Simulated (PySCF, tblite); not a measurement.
# C4H7NO: tautomers, NMR shifts

What do calculations give for the tautomers, NMR shifts of C4H7NO (`O=CNC1CC1`)?

Programs: tblite 0.8.0 and PySCF 2.14.0, with routines of our own; each step states its level. All values are computed. Atoms count from 0.

## Step 1: The starting structure

13 atoms, charge 0, multiplicity 1; geometry from: start built from the parent or by distance geometry.

## Step 2: Geometry optimisation with GFN2-xTB

Job settings and geometry (Å):

```
{"job": {"kind": "relax", "xc": "GFN2-xTB", "basis": "xTB"}, "charge": 0, "multiplicity": 1}
O      2.420800    -0.548900     1.336900
C      2.277700    -0.220500     0.093000
N      0.992000    -0.028000    -0.443000
C     -0.221200    -0.153800     0.368800
C     -1.523000    -0.594300    -0.189900
C     -1.261500     0.888800     0.072900
H      3.175800    -0.111300    -0.523700
H      0.858800     0.247600    -1.447200
H      0.020700    -0.447000     1.423900
H     -2.352300    -0.976500     0.426800
H     -1.485800    -0.880200    -1.297300
H     -1.713100     1.338000     0.977800
H     -1.197600     1.487200    -0.834400
```

Command:

```console
OMP_NUM_THREADS=1 python redox_run.py task.json out
```

One launch serves the whole session: the jobs run in the order shown.

Log:

```text
step      E/eV     max force
  0    -518.77572    5.076
  1    -519.13488    4.566
  2    -519.30990    1.005
  3    -519.39159    0.774
  4    -519.46723    0.662
  5    -519.50202    0.510
  6    -519.54957    0.397
  7    -519.56240    0.258
  8    -519.56846    0.147
  9    -519.57092    0.145
 10    -519.57315    0.116
 11    -519.57465    0.102
 12    -519.57582    0.080
 13    -519.57685    0.084
 14    -519.57808    0.098
 15    -519.57939    0.122
 16    -519.58055    0.116
 17    -519.58149    0.090
 18    -519.58243    0.089
 19    -519.58346    0.092
 20    -519.58451    0.098
 21    -519.58537    0.081
 22    -519.58604    0.068
 23    -519.58663    0.074
 24    -519.58719    0.059
 25    -519.58765    0.051
 26    -519.58800    0.043
 27    -519.58825    0.039
 28    -519.58848    0.036
 29    -519.58867    0.032
 30    -519.58877    0.019
 31    -519.58881    0.019
 32    -519.58883    0.015
 33    -519.58885    0.013
 34    -519.58888    0.012
 35    -519.58890    0.011
 36    -519.58891    0.008
```

Wall time 0.1 s (1 thread of Intel Xeon 6975P-C, shared host).

Along the way: (not every step is listed)

```csv
step,energy from step 0 (eV),largest force (eV/Å)
0,0.0000,5.0761
1,-0.3592,4.5655
2,-0.5342,1.0046
3,-0.6159,0.7741
4,-0.6915,0.6616
5,-0.7263,0.5102
6,-0.7739,0.3972
7,-0.7867,0.2585
8,-0.7927,0.1469
10,-0.7974,0.1165
12,-0.8001,0.0801
14,-0.8024,0.0978
16,-0.8048,0.1163
18,-0.8067,0.0888
20,-0.8088,0.0978
22,-0.8103,0.0684
24,-0.8115,0.0586
26,-0.8123,0.0429
28,-0.8128,0.0361
30,-0.8130,0.0194
31,-0.8131,0.0187
32,-0.8131,0.0151
33,-0.8131,0.0131
34,-0.8132,0.0121
35,-0.8132,0.0107
36,-0.8132,0.0081
```

Close pairs (by a distance rule), those that changed most:

```csv
bond,before (Å),after (Å),change (Å)
O0–C1,1.294,1.205,-0.089
C4–H10,1.144,1.080,-0.064
C1–N2,1.406,1.346,-0.060
N2–H7,1.050,1.008,-0.042
C3–H8,1.121,1.082,-0.040
N2–C3,1.465,1.428,-0.037
C5–H11,1.107,1.078,-0.028
C4–C5,1.529,1.503,-0.026
```

The final coordinates are the input of the step that follows.

## Step 3: Harmonic vibrations with GFN2-xTB

Job settings and geometry (Å):

```
{"job": {"kind": "ir", "xc": "GFN2-xTB", "basis": "xTB"}, "charge": 0, "multiplicity": 1}
O      2.438094    -0.515898     1.296386
C      2.212899    -0.272840     0.137728
N      0.995813    -0.053337    -0.393952
C     -0.201243    -0.075105     0.384660
C     -1.478974    -0.548253    -0.236787
C     -1.294515     0.906686     0.090440
H      3.010141    -0.205424    -0.627130
H      0.900135     0.146570    -1.377052
H      0.021528    -0.331070     1.411772
H     -2.156975    -1.132789     0.364460
H     -1.460451    -0.838690    -1.276682
H     -1.843406     1.325080     0.918911
H     -1.151823     1.596043    -0.728210
```

Log:

```text
mode    cm-1     km/mol
  1      53.7      5.21
  2     189.0     13.63
  3     226.8     35.99
  4     353.2      0.30
  5     433.5     33.55
  6     507.5     49.57
  7     718.7     14.10
  8     789.4      0.51
  9     848.7      0.06
 10     868.5      0.89
 11     921.3     11.68
 12     972.6     10.23
 13    1015.0     14.30
 14    1065.1      1.23
 15    1078.7      1.91
 16    1083.0      1.18
 17    1122.6      3.75
 18    1147.9      0.31
 19    1218.2     15.41
 20    1229.5     19.49
 21    1315.8     32.44
 22    1386.8     12.55
 23    1433.4      0.36
 24    1439.9    106.91
 25    1488.5     37.34
 26    1769.4    659.42
 27    2763.0    162.70
 28    3074.8      0.32
 29    3088.8     19.96
 30    3092.7     15.68
 31    3104.6     11.26
 32    3119.2     41.48
 33    3456.1      5.64
ZPE 277.388  H(298)-E 296.264  G(298)-E 199.373 kJ/mol  S 324.97 J/(mol K)
```

Run time: 0.28 s. Hardware: 1 thread of Intel Xeon 6975P-C, shared host.

The strongest bands and the atoms that carry them (share of the mass-weighted mode):

```csv
cm⁻¹,km/mol,atoms
227,36.0,"C1 27 %, H6 23 %"
434,33.5,"N2 40 %, C3 15 %"
508,49.6,H7 83 %
1440,106.9,"N2 28 %, H7 16 %, C3 11 %"
1488,37.3,"C3 19 %, C4 15 %, C5 15 %, H10 10 %"
1769,659.4,"C1 63 %, O0 34 %"
2763,162.7,H6 94 %
3119,41.5,"H11 36 %, H9 31 %, H12 11 %"
```

## Step 4: Single point (C4H7NO): M06-2X/def2-TZVP

Geometry: GFN2-xTB.

The job, as its differences from that of step 3:

```diff
@@ -1,2 +1,2 @@
-{"job": {"kind": "ir", "xc": "GFN2-xTB", "basis": "xTB"}, "charge": 0, "multiplicity": 1}
+{"job": {"kind": "sp", "xc": "M06-2X", "basis": "def2-TZVP", "grid": 3}, "charge": 0, "multiplicity": 1}
 O      2.438094    -0.515898     1.296386
```

Log:

```text
coarse grid: 48328 points
cycle   1  E = -286.4355643405  dE =  1.367e+00  |g| = 8.040e-01  |ddm| = 2.614e+00
cycle   2  E = -286.2192042913  dE =  2.164e-01  |g| = 1.380e+00  |ddm| = 1.932e+00
cycle   3  E = -286.5717576705  dE = -3.526e-01  |g| = 8.494e-02  |ddm| = 1.360e+00
cycle   4  E = -286.5728765142  dE = -1.119e-03  |g| = 5.635e-02  |ddm| = 8.812e-02
cycle   5  E = -286.5735179571  dE = -6.414e-04  |g| = 8.684e-03  |ddm| = 3.981e-02
cycle   6  E = -286.5735374050  dE = -1.945e-05  |g| = 4.462e-03  |ddm| = 1.114e-02
cycle   7  E = -286.5735425455  dE = -5.140e-06  |g| = 1.442e-03  |ddm| = 5.953e-03
final grid: 153112 points
cycle   8  E = -286.5747964060  dE = -7.073e-06  |g| = 2.189e-03  |ddm| = 1.415e-02
cycle   9  E = -286.5747957238  dE =  6.822e-07  |g| = 3.124e-03  |ddm| = 3.509e-03
cycle  10  E = -286.5747973629  dE = -1.639e-06  |g| = 2.521e-04  |ddm| = 2.062e-03
cycle  11  E = -286.5747973729  dE = -9.990e-09  |g| = 1.894e-04  |ddm| = 3.013e-04
cycle  12  E = -286.5747973806  dE = -7.667e-09  |g| = 2.421e-05  |ddm| = 1.578e-04
converged SCF energy = -286.5747973806
```

It took 17 s on 1 thread of Intel Xeon 6975P-C, shared host; peak memory 0.71 GiB.

## Step 5: Single point (C4H7NO): M06-2X/def2-TZVP in acetonitrile

Geometry: GFN2-xTB.

The job, as its differences from that of step 4:

```diff
@@ -1,2 +1,2 @@
-{"job": {"kind": "sp", "xc": "M06-2X", "basis": "def2-TZVP", "grid": 3}, "charge": 0, "multiplicity": 1}
+{"job": {"kind": "sp", "xc": "M06-2X", "basis": "def2-TZVP", "grid": 3, "solvent": "acetonitrile"}, "charge": 0, "multiplicity": 1}
 O      2.438094    -0.515898     1.296386
```

Log:

```text
final grid: 153112 points
cycle   1  E = -286.5888524640  dE = -2.100e-03  |g| = 5.317e-02  |ddm| = 2.528e-01
cycle   2  E = -286.5885277140  dE =  3.248e-04  |g| = 7.293e-02  |ddm| = 9.340e-02
cycle   3  E = -286.5894424492  dE = -9.147e-04  |g| = 5.646e-03  |ddm| = 4.613e-02
cycle   4  E = -286.5894523444  dE = -9.895e-06  |g| = 2.702e-03  |ddm| = 1.019e-02
cycle   5  E = -286.5894547392  dE = -2.395e-06  |g| = 1.050e-03  |ddm| = 5.226e-03
cycle   6  E = -286.5894550244  dE = -2.852e-07  |g| = 2.859e-04  |ddm| = 1.399e-03
cycle   7  E = -286.5894550494  dE = -2.496e-08  |g| = 1.145e-04  |ddm| = 4.656e-04
cycle   8  E = -286.5894550536  dE = -4.189e-09  |g| = 2.518e-05  |ddm| = 2.449e-04
converged SCF energy = -286.5894550536
```

Run time: 19 s. Hardware: 1 thread of Intel Xeon 6975P-C, shared host; peak memory 0.74 GiB.

## Step 6: Single point (C₄H₇NO): M06-2X/def2-TZVP in ethanol

Geometry: GFN2-xTB.

The job, as its differences from that of step 5:

```diff
@@ -1,2 +1,2 @@
-{"job": {"kind": "sp", "xc": "M06-2X", "basis": "def2-TZVP", "grid": 3, "solvent": "acetonitrile"}, "charge": 0, "multiplicity": 1}
+{"job": {"kind": "sp", "xc": "M06-2X", "basis": "def2-TZVP", "grid": 3, "solvent": "ethanol"}, "charge": 0, "multiplicity": 1}
 O      2.438094    -0.515898     1.296386
```

Log:

```text
final grid: 153112 points
cycle   1  E = -286.5885535643  dE = -2.013e-03  |g| = 5.239e-02  |ddm| = 2.483e-01
cycle   2  E = -286.5882305270  dE =  3.230e-04  |g| = 7.207e-02  |ddm| = 9.191e-02
cycle   3  E = -286.5891239069  dE = -8.934e-04  |g| = 5.506e-03  |ddm| = 4.557e-02
cycle   4  E = -286.5891332040  dE = -9.297e-06  |g| = 2.631e-03  |ddm| = 9.813e-03
cycle   5  E = -286.5891354711  dE = -2.267e-06  |g| = 1.029e-03  |ddm| = 5.075e-03
cycle   6  E = -286.5891357452  dE = -2.742e-07  |g| = 2.809e-04  |ddm| = 1.375e-03
cycle   7  E = -286.5891357691  dE = -2.391e-08  |g| = 1.119e-04  |ddm| = 4.548e-04
cycle   8  E = -286.5891357731  dE = -3.985e-09  |g| = 2.476e-05  |ddm| = 2.385e-04
converged SCF energy = -286.5891357731
```

Run time: 20 s. Hardware: 1 thread of Intel Xeon 6975P-C, shared host; peak memory 0.74 GiB.

## Step 7: Geometry optimisation with GFN2-xTB

This step treats C₄H₇NO, `O/C=N/C1CC1`.

Job settings and geometry (Å):

```
{"job": {"kind": "relax", "xc": "GFN2-xTB", "basis": "xTB"}, "charge": 0, "multiplicity": 1}
O      2.778100    -0.810200    -1.076300
C      1.714600    -0.018700    -0.776400
N      0.938100    -0.448400     0.153600
C     -0.193200     0.482300     0.423900
C     -1.468200     0.274400    -0.316000
C     -1.399200    -0.151400     1.100100
H      2.700500    -1.591600    -0.522900
H      1.695100     0.919000    -1.321900
H      0.082700     1.465800     0.761600
H     -1.507400    -0.500400    -1.077600
H     -2.055900     1.155100    -0.571400
H     -1.367000    -1.218100     1.323700
H     -1.927000     0.443100     1.864300
```

Log:

```text
step      E/eV     max force
  0    -518.99526    3.009
  1    -519.15813    1.445
  2    -519.18788    0.964
  3    -519.20150    0.212
  4    -519.20423    0.130
  5    -519.20628    0.146
  6    -519.20862    0.113
  7    -519.20956    0.081
  8    -519.21041    0.090
  9    -519.21139    0.093
 10    -519.21248    0.096
 11    -519.21338    0.083
 12    -519.21414    0.096
 13    -519.21496    0.090
 14    -519.21603    0.085
 15    -519.21739    0.109
 16    -519.21908    0.108
 17    -519.22141    0.145
 18    -519.22479    0.190
 19    -519.22916    0.209
 20    -519.23398    0.190
 21    -519.23861    0.186
 22    -519.24372    0.234
 23    -519.25030    0.250
 24    -519.25797    0.216
 25    -519.26305    0.324
 26    -519.23393    1.530
 27    -519.27119    0.172
 28    -519.27393    0.168
 29    -519.28013    0.252
 30    -519.28198    0.155
 31    -519.28614    0.158
 32    -519.28826    0.189
 33    -519.29149    0.130
 34    -519.29378    0.159
 35    -519.29779    0.188
 36    -519.30093    0.151
 37    -519.30400    0.162
 38    -519.30644    0.208
 39    -519.30902    0.140
 40    -519.31242    0.143
 41    -519.31463    0.140
 42    -519.31772    0.142
 43    -519.32003    0.159
 44    -519.32123    0.138
 45    -519.32274    0.086
 46    -519.32346    0.069
 47    -519.32431    0.051
 48    -519.32483    0.065
 49    -519.32539    0.048
 50    -519.32575    0.060
 51    -519.32605    0.061
 52    -519.32632    0.040
 53    -519.32652    0.032
 54    -519.32661    0.033
 55    -519.32668    0.037
 56    -519.32676    0.037
 57    -519.32687    0.031
 58    -519.32702    0.034
 59    -519.32716    0.032
 60    -519.32727    0.036
 61    -519.32734    0.030
 62    -519.32739    0.017
 63    -519.32741    0.011
 64    -519.32742    0.007
```

It took 0.25 s on 1 thread of Intel Xeon 6975P-C, shared host.

Step by step: (not every step is listed)

```csv
step,energy from step 0 (eV),largest force (eV/Å)
0,0.0000,3.0094
1,-0.1629,1.4448
2,-0.1926,0.9642
3,-0.2062,0.2117
4,-0.2090,0.1297
5,-0.2110,0.1458
6,-0.2134,0.1126
7,-0.2143,0.0809
8,-0.2151,0.0902
13,-0.2197,0.0898
18,-0.2295,0.1897
23,-0.2550,0.2496
28,-0.2787,0.1679
33,-0.2962,0.1304
38,-0.3112,0.2079
43,-0.3248,0.1586
48,-0.3296,0.0651
53,-0.3313,0.0324
58,-0.3318,0.0345
59,-0.3319,0.0316
60,-0.3320,0.0359
61,-0.3321,0.0305
62,-0.3321,0.0167
63,-0.3321,0.0108
64,-0.3322,0.0073
```

Distances of close pairs at the start and the end, largest changes first:

```csv
bond,before (Å),after (Å),change (Å)
N2–C3,1.490,1.407,-0.083
C1–N2,1.285,1.257,-0.029
O0–C1,1.359,1.332,-0.027
C5–H12,1.103,1.079,-0.024
C3–C4,1.489,1.505,+0.016
C3–H8,1.076,1.092,+0.016
C3–C5,1.521,1.505,-0.016
C4–C5,1.480,1.494,+0.013
```

The final coordinates are the input of the step that follows.

## Step 8: Vibrational analysis with GFN2-xTB

Job settings and geometry (Å):

```
{"job": {"kind": "ir", "xc": "GFN2-xTB", "basis": "xTB"}, "charge": 0, "multiplicity": 1}
O      2.860623    -0.810345    -0.924231
C      1.890248     0.007293    -0.517774
N      0.729912    -0.410503    -0.276980
C     -0.279645     0.468734     0.154649
C     -1.683436     0.171517    -0.298658
C     -1.294555    -0.079118     1.121481
H      2.501086    -1.708182    -0.984454
H      2.238538     1.042915    -0.430523
H      0.008069     1.516586     0.261860
H     -1.817907    -0.683876    -0.941042
H     -2.328288     1.006687    -0.523550
H     -1.167928    -1.102925     1.434748
H     -1.665491     0.582191     1.889019
```

Log:

```text
mode    cm-1     km/mol
  1     104.3      0.23
  2     185.9      4.05
  3     196.9      0.91
  4     411.4      6.60
  5     445.0      0.76
  6     517.8      9.94
  7     623.7    201.88
  8     795.4      2.34
  9     864.1      0.37
 10     893.2     14.20
 11     914.1     12.23
 12     961.6      2.46
 13    1017.6      6.13
 14    1061.5      2.02
 15    1068.7      7.11
 16    1093.7      0.20
 17    1112.4    195.02
 18    1153.5      0.04
 19    1202.2     86.72
 20    1248.4     58.14
 21    1253.9     18.98
 22    1301.0    106.83
 23    1372.4     15.70
 24    1417.7      0.04
 25    1472.8      0.71
 26    1758.4    353.60
 27    2881.8     75.17
 28    2921.9    102.25
 29    3091.4     25.61
 30    3093.1     17.33
 31    3108.8      5.67
 32    3123.8     48.09
 33    3463.3     20.55
ZPE 275.930  H(298)-E 294.588  G(298)-E 198.108 kJ/mol  S 323.59 J/(mol K)
```

Run time: 0.21 s. Hardware: 1 thread of Intel Xeon 6975P-C, shared host.

The strongest bands and the atoms that carry them (share of the mass-weighted mode):

```csv
cm⁻¹,km/mol,atoms
624,201.9,"H6 73 %, O0 12 %, C1 11 %"
1112,195.0,"H6 34 %, O0 23 %, H7 18 %"
1202,86.7,"C3 23 %, N2 20 %, O0 14 %, C1 10 %"
1248,58.1,"C1 33 %, H6 25 %"
1301,106.8,H7 58 %
1758,353.6,"C1 55 %, N2 41 %"
2882,75.2,H7 92 %
2922,102.2,H8 92 %
```

## Step 9: Single point (C4H7NO, O/C=N/C1CC1): M06-2X/def2-TZVP

Geometry: GFN2-xTB.

The job, as its differences from that of step 8:

```diff
@@ -1,2 +1,2 @@
-{"job": {"kind": "ir", "xc": "GFN2-xTB", "basis": "xTB"}, "charge": 0, "multiplicity": 1}
+{"job": {"kind": "sp", "xc": "M06-2X", "basis": "def2-TZVP", "grid": 3}, "charge": 0, "multiplicity": 1}
 O      2.860623    -0.810345    -0.924231
```

Log:

```text
coarse grid: 48328 points
cycle   1  E = -286.4878573863  dE =  1.287e+00  |g| = 5.888e-01  |ddm| = 2.636e+00
cycle   2  E = -286.4840885316  dE =  3.769e-03  |g| = 6.516e-01  |ddm| = 8.726e-01
cycle   3  E = -286.5595434323  dE = -7.545e-02  |g| = 5.173e-02  |ddm| = 4.222e-01
cycle   4  E = -286.5599082522  dE = -3.648e-04  |g| = 3.826e-02  |ddm| = 6.577e-02
cycle   5  E = -286.5601828954  dE = -2.746e-04  |g| = 1.009e-02  |ddm| = 3.254e-02
cycle   6  E = -286.5602047519  dE = -2.186e-05  |g| = 2.792e-03  |ddm| = 1.052e-02
cycle   7  E = -286.5602064424  dE = -1.691e-06  |g| = 7.471e-04  |ddm| = 2.854e-03
final grid: 153112 points
cycle   8  E = -286.5612838006  dE = -7.319e-06  |g| = 1.429e-03  |ddm| = 1.605e-02
cycle   9  E = -286.5612836628  dE =  1.378e-07  |g| = 1.733e-03  |ddm| = 2.536e-03
cycle  10  E = -286.5612843080  dE = -6.452e-07  |g| = 2.448e-04  |ddm| = 1.354e-03
cycle  11  E = -286.5612843174  dE = -9.439e-09  |g| = 1.759e-04  |ddm| = 3.142e-04
cycle  12  E = -286.5612843232  dE = -5.734e-09  |g| = 2.114e-05  |ddm| = 1.153e-04
converged SCF energy = -286.5612843232
```

Run time: 17 s. Hardware: 1 thread of Intel Xeon 6975P-C, shared host; peak memory 0.71 GiB.

## Step 10: Single point (C₄H₇NO, O/C=N/C1CC1): M06-2X/def2-TZVP in acetonitrile

Geometry: GFN2-xTB.

The job, as its differences from that of step 9:

```diff
@@ -1,2 +1,2 @@
-{"job": {"kind": "sp", "xc": "M06-2X", "basis": "def2-TZVP", "grid": 3}, "charge": 0, "multiplicity": 1}
+{"job": {"kind": "sp", "xc": "M06-2X", "basis": "def2-TZVP", "grid": 3, "solvent": "acetonitrile"}, "charge": 0, "multiplicity": 1}
 O      2.860623    -0.810345    -0.924231
```

Log:

```text
final grid: 153112 points
cycle   1  E = -286.5705505138  dE = -7.558e-04  |g| = 2.084e-02  |ddm| = 1.962e-01
cycle   2  E = -286.5705555408  dE = -5.027e-06  |g| = 2.377e-02  |ddm| = 4.599e-02
cycle   3  E = -286.5706695982  dE = -1.141e-04  |g| = 3.565e-03  |ddm| = 1.897e-02
cycle   4  E = -286.5706724582  dE = -2.860e-06  |g| = 1.693e-03  |ddm| = 6.142e-03
cycle   5  E = -286.5706731618  dE = -7.036e-07  |g| = 5.815e-04  |ddm| = 3.285e-03
cycle   6  E = -286.5706732338  dE = -7.199e-08  |g| = 1.241e-04  |ddm| = 9.561e-04
cycle   7  E = -286.5706732379  dE = -4.098e-09  |g| = 3.572e-05  |ddm| = 1.849e-04
converged SCF energy = -286.5706732379
```

Wall time 18 s (1 thread of Intel Xeon 6975P-C, shared host); peak memory 0.73 GiB.

## Step 11: Single point (C4H7NO, O/C=N/C1CC1): M06-2X/def2-TZVP in ethanol

Geometry: GFN2-xTB.

The job, as its differences from that of step 10:

```diff
@@ -1,2 +1,2 @@
-{"job": {"kind": "sp", "xc": "M06-2X", "basis": "def2-TZVP", "grid": 3, "solvent": "acetonitrile"}, "charge": 0, "multiplicity": 1}
+{"job": {"kind": "sp", "xc": "M06-2X", "basis": "def2-TZVP", "grid": 3, "solvent": "ethanol"}, "charge": 0, "multiplicity": 1}
 O      2.860623    -0.810345    -0.924231
```

Log:

```text
final grid: 153112 points
cycle   1  E = -286.5703589537  dE = -7.239e-04  |g| = 2.047e-02  |ddm| = 1.924e-01
cycle   2  E = -286.5703626634  dE = -3.710e-06  |g| = 2.340e-02  |ddm| = 4.478e-02
cycle   3  E = -286.5704731777  dE = -1.105e-04  |g| = 3.496e-03  |ddm| = 1.867e-02
cycle   4  E = -286.5704759008  dE = -2.723e-06  |g| = 1.647e-03  |ddm| = 5.922e-03
cycle   5  E = -286.5704765638  dE = -6.630e-07  |g| = 5.683e-04  |ddm| = 3.167e-03
cycle   6  E = -286.5704766325  dE = -6.872e-08  |g| = 1.212e-04  |ddm| = 9.322e-04
cycle   7  E = -286.5704766364  dE = -3.882e-09  |g| = 3.468e-05  |ddm| = 1.792e-04
converged SCF energy = -286.5704766364
```

Run time: 17 s. Hardware: 1 thread of Intel Xeon 6975P-C, shared host; peak memory 0.75 GiB.

## Step 12: Tautomers: M06-2X/def2-TZVP

This step combines the energies above: geometries from GFN2-xTB, zero-point and thermal terms from GFN2-xTB.

Job settings and geometry (Å):

```
{"job": {"kind": "ta", "tautomers": ["OC=NC1CC1"], "level": {"xc": "M06-2X", "basis": "def2-TZVP", "grid": 3, "solvents": ["acetonitrile", "ethanol"]}}, "charge": 0, "multiplicity": 1}
O      2.438094    -0.515898     1.296386
C      2.212899    -0.272840     0.137728
N      0.995813    -0.053337    -0.393952
C     -0.201243    -0.075105     0.384660
C     -1.478974    -0.548253    -0.236787
C     -1.294515     0.906686     0.090440
H      3.010141    -0.205424    -0.627130
H      0.900135     0.146570    -1.377052
H      0.021528    -0.331070     1.411772
H     -2.156975    -1.132789     0.364460
H     -1.460451    -0.838690    -1.276682
H     -1.843406     1.325080     0.918911
H     -1.151823     1.596043    -0.728210
```

Output (the driver's rows laid out field by field):

```text
tautomers, M06-2X/def2-TZVP // GFN2-xTB

row 1
  formula                 C4H7NO
  charge                  0
  multiplicity            1
  smiles                  O=CNC1CC1
  kept                    yes
  pieces                  1
  point_group             C1
  electronic              0.0
  enthalpy                0.0
  free_energy             0.0
  solution                acetonitrile 0.0, ethanol 0.0
  share_gas               1.0
  share_solution          acetonitrile 1.0, ethanol 1.0

row 2
  formula                 C4H7NO
  charge                  0
  multiplicity            1
  smiles                  O/C=N/C1CC1
  kept                    yes
  pieces                  1
  point_group             Cs
  electronic              35.48
  enthalpy                33.8
  free_energy             34.21
  solution                acetonitrile 48.05, ethanol 47.72
  share_gas               1.015e-06
  share_solution          acetonitrile 3.819e-09, ethanol 4.363e-09
```

Run time: 1.8 min. Hardware: 1 thread of Intel Xeon 6975P-C, shared host; peak memory 0.75 GiB.

Energies above the first form (kJ/mol, gas phase, 298 K for the thermal columns):

```csv
no.,tautomer,electronic,enthalpy,free energy
form 0,O=CNC1CC1,0.0,0.0,0.0
form 1,O/C=N/C1CC1,35.5,33.8,34.2
```

Free energies in a continuum (kJ/mol, same sign): acetonitrile: form 0 0.0, form 1 48.0; ethanol: form 0 0.0, form 1 47.7.

Shares at 298 K in the gas phase: 0: 100 %, 1: 0 %.

[end of part 1 of 2]
